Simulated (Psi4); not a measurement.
**UB2PLYP/def2-TZVP (density fitting, density fitting for correlation, sweep point 7) run of OH (SMILES [OH])**

What is the vertical electron affinity of OH at UB2PLYP/def2-TZVP (density fitting, density fitting for correlation, sweep point 7)? 

The results are computed with Psi4 1.11.

4 further runs of the same task are left out: 4 set aside as unsound or not needed.

## 1. Starting point

OH: 2 atoms, total charge 0, spin state doublet. SMILES: `[OH]`. The coordinates come from a GFN2-xTB relaxation.

Bond lengths: O1–H2 0.963 Å.

## 2. The energy at UB2PLYP/def2-TZVP (density fitting, density fitting for correlation, sweep point 7)

calc.inp reads:

```
memory 1.6 GB

molecule {
  0 2
  O      0.411770    -0.131830     0.212430
  H     -0.411770     0.131830    -0.212430
  units angstrom
  symmetry c1
}

set basis def2-TZVP
set reference uks
set puream true
set scf_type df
set num_frozen_docc 1
set dft_radial_points 150
set dft_spherical_points 974
set maxiter 150

energy('b2plyp')
```

The run is started by

```console
psi4 -i calc.inp -o calc.out -n 1
```

calc.out:

```text
[...]
  Running in c1 symmetry.
[...]
  Nuclear repulsion =    4.394007617076014
[...]
  Multiplicity = 2
[...]
  Nalpha       = 5
  Nbeta        = 4
[...]
    Number of basis functions: 37
[...]
   @DF-UKS iter   1:   -75.62177801635119   -5.18924e-01   7.83000e-03 DIIS/ADIIS
[...]
   @DF-UKS iter   8:   -75.65393941934633   -1.48762e-08   4.05822e-07 DIIS
[...]
   @S^2 Observed:                7.535279811E-01
[...]
    Orbital Energies [Eh]
    ---------------------
    Alpha Occupied:
       1A    -19.799846     2A     -1.174939     3A     -0.566454
       4A     -0.518634     5A     -0.436708
    Alpha Virtual:
       6A      0.068756     7A      0.444287     8A      0.449966
       9A      0.474098    10A      0.481065    11A      0.622501
      12A      1.288876    13A      1.319705    14A      1.526366
      15A      1.528600    16A      1.668409    17A      2.153070
      18A      2.182065    19A      2.225144    20A      2.631841
      21A      2.672665    22A      2.694426    23A      2.807423
      24A      3.810916    25A      5.234652    26A      5.234939
[...]
  @DF-UKS Final Energy:   -75.65393941934633
   => Energetics <=
    Nuclear Repulsion Energy =              4.3940076170760136
    One-Electron Energy =                -112.7557594258481686
    Two-Electron Energy =                  36.9659229737727060
    DFT Exchange-Correlation Energy =      -4.2581105843468858
    Empirical Dispersion Energy =           0.0000000000000000
    VV10 Nonlocal Energy =                  0.0000000000000000
    Total Energy =                        -75.6539394193463295
[...]
 Multipole Moments:
 ------------------------------------------------------------------------------------
     Multipole            Electronic (a.u.)      Nuclear  (a.u.)        Total (a.u.)
 ------------------------------------------------------------------------------------
 L = 1.  Multiply by 2.5417464519 to convert [e a0] to [Debye]
 Dipole X            :         -0.0000000            0.0000000           -0.0000000
 Dipole Y            :         -0.0000000           -0.0000000           -0.0000000
 Dipole Z            :          0.1398734           -0.8493960           -0.7095226
 Magnitude           :                                                    0.7095226
[...]
```

Wall time 3.9 s (1 thread of AMD EPYC 9R45 (Zen 5), shared host); peak memory 0.52 GiB.

## 3. The singlet anion at the same level

ho.in reads:

```
memory 1600 mb

molecule system {
  -1 1
  O      0.411770    -0.131830     0.212430
  H     -0.411770     0.131830    -0.212430
  symmetry c1
}

set basis def2-TZVP
set reference rks
set puream true
set scf_type df
set num_frozen_docc 1
set dft_radial_points 150
set dft_spherical_points 974

e, wfn = energy('b2plyp', return_wfn=True)
```

The run is started by

```console
psi4 ho.in ho.out -n 1
```

ho.out:

```text
[...]
  Running in c1 symmetry.
[...]
  Nuclear repulsion =    4.394007617076014
[...]
  Multiplicity = 1
[...]
  Nalpha       = 5
  Nbeta        = 5
[...]
    Number of basis functions: 37
[...]
   @DF-RKS iter   1:   -75.40567726023497   -3.02823e-01   2.21795e-02 ADIIS/DIIS
[...]
   @DF-RKS iter   7:   -75.67033260857193   -2.02001e-08   6.92305e-07 DIIS
[...]
    Orbital Energies [Eh]
    ---------------------
    Doubly Occupied:
       1A    -19.300035     2A     -0.679092     3A     -0.119811
       4A      0.019587     5A      0.019587
[...]
  @DF-RKS Final Energy:   -75.67033260857193
   => Energetics <=
    Nuclear Repulsion Energy =              4.3940076170760136
    One-Electron Energy =                -116.8398477612316810
    Two-Electron Energy =                  41.1809321393184717
    DFT Exchange-Correlation Energy =      -4.4054246037347342
    Empirical Dispersion Energy =           0.0000000000000000
    VV10 Nonlocal Energy =                  0.0000000000000000
    Total Energy =                        -75.6703326085719254
[...]
 Multipole Moments:
 ------------------------------------------------------------------------------------
     Multipole            Electronic (a.u.)      Nuclear  (a.u.)        Total (a.u.)
 ------------------------------------------------------------------------------------
 L = 1.  Multiply by 2.5417464519 to convert [e a0] to [Debye]
 Dipole X            :         -0.0000000            0.0000000           -0.0000000
 Dipole Y            :         -0.0000000           -0.0000000           -0.0000000
 Dipole Z            :          0.3270700           -0.8493960           -0.5223260
 Magnitude           :                                                    0.5223260
[...]
```

Wall time 2.5 s (1 thread of AMD EPYC 9R45 (Zen 5), shared host); peak memory 0.51 GiB.

## 4. Results

At UB2PLYP/def2-TZVP (density fitting, density fitting for correlation, sweep point 7), 1 core orbital frozen:

| quantity | value |
| --- | --- |
| doublet OH: total energy | -75.71620 Eh |
| doublet OH: HOMO energy (SCF part's orbitals) (highest over α and β) | -10.99 eV |
| doublet OH: LUMO energy (SCF part's orbitals) (lowest over α and β) | -1.65 eV |
| doublet OH: ⟨S²⟩ | 0.754 |
| singlet anion: total energy | -75.75565 Eh |
| singlet anion: HOMO energy (SCF part's orbitals) | 0.53 eV |
| singlet anion: LUMO energy (SCF part's orbitals) | 9.21 eV |
| singlet anion: HOMO–LUMO gap (to an unbound level, set by the basis) | 8.67 eV |
| vertical electron affinity (to the singlet anion) | 1.074 eV |

What this shows: At fixed nuclei the extra electron is bound by 1.07 eV (25 kcal/mol). The basis has no diffuse functions, so the error can be as large as this value. The HOMO (singlet anion) lies at positive energy, 0.53 eV; only total energies tell whether the electron is bound.
